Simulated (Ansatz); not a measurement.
Process, species as SMILES: [SH] (SH) → H atom + S atom
B3LYP-D3(BJ)/def2-TZVP geometries, fixed; electronic energies without zero-point terms.
Largest species:
```xyz
2

S      0.0000     0.0000    -0.0793
H      0.0000     0.0000     1.2681
```
Charge 0, spin multiplicity 2.

Basis-set convergence of the atomisation energy at CCSD(T) with Ansatz (an electronic-structure program). Cartesian d functions, on some or all atoms, in 6-31G**, 6-31+G*; all else is spherical. Cores are frozen. Open shells are unrestricted. No added dispersion term, no relativity. Functions are those of the species that has most. Reference: Hartree-Fock in aug-cc-pV(Q+d)Z plus the correlation part extrapolated as X^-3 from aug-cc-pV(T+d)Z and aug-cc-pV(Q+d)Z, 87.63 kcal/mol, itself unsure by roughly 0.33 kcal/mol (a third of the extrapolation step and of the last Hartree-Fock step). Deviations are taken from unrounded values.

```json
[
 {"basis": "6-31G", "functions": "15", "atomisation energy (kcal/mol)": "60.83", "minus reference (kcal/mol)": "-26.80"},
 {"basis": "pcseg-0", "functions": "15", "atomisation energy (kcal/mol)": "59.13", "minus reference (kcal/mol)": "-28.50"},
 {"basis": "def2-SVP", "functions": "23", "atomisation energy (kcal/mol)": "79.29", "minus reference (kcal/mol)": "-8.34"},
 {"basis": "pcseg-1", "functions": "23", "atomisation energy (kcal/mol)": "78.16", "minus reference (kcal/mol)": "-9.47"},
 {"basis": "6-31G**", "functions": "24", "atomisation energy (kcal/mol)": "78.38", "minus reference (kcal/mol)": "-9.25"},
 {"basis": "6-31+G*", "functions": "25", "atomisation energy (kcal/mol)": "71.68", "minus reference (kcal/mol)": "-15.95"},
 {"basis": "cc-pV(D+d)Z", "functions": "28", "atomisation energy (kcal/mol)": "79.40", "minus reference (kcal/mol)": "-8.24"},
 {"basis": "def2-SVPD", "functions": "35", "atomisation energy (kcal/mol)": "81.32", "minus reference (kcal/mol)": "-6.32"},
 {"basis": "aug-cc-pV(D+d)Z", "functions": "41", "atomisation energy (kcal/mol)": "81.37", "minus reference (kcal/mol)": "-6.27"},
 {"basis": "def2-TZVP", "functions": "43", "atomisation energy (kcal/mol)": "82.25", "minus reference (kcal/mol)": "-5.38"},
 {"basis": "def2-TZVPD", "functions": "55", "atomisation energy (kcal/mol)": "83.05", "minus reference (kcal/mol)": "-4.58"},
 {"basis": "def2-TZVPP", "functions": "56", "atomisation energy (kcal/mol)": "84.79", "minus reference (kcal/mol)": "-2.85"},
 {"basis": "jun-cc-pV(T+d)Z", "functions": "62", "atomisation energy (kcal/mol)": "84.91", "minus reference (kcal/mol)": "-2.72"},
 {"basis": "aug-pcseg-2", "functions": "73", "atomisation energy (kcal/mol)": "85.43", "minus reference (kcal/mol)": "-2.20"},
 {"basis": "aug-cc-pV(T+d)Z", "functions": "78", "atomisation energy (kcal/mol)": "85.47", "minus reference (kcal/mol)": "-2.17"},
 {"basis": "cc-pV(Q+d)Z", "functions": "94", "atomisation energy (kcal/mol)": "86.46", "minus reference (kcal/mol)": "-1.17"},
 {"basis": "aug-pcseg-3", "functions": "138", "atomisation energy (kcal/mol)": "86.54", "minus reference (kcal/mol)": "-1.10"},
 {"basis": "pcseg-4", "functions": "166", "atomisation energy (kcal/mol)": "87.01", "minus reference (kcal/mol)": "-0.62"}
]
```
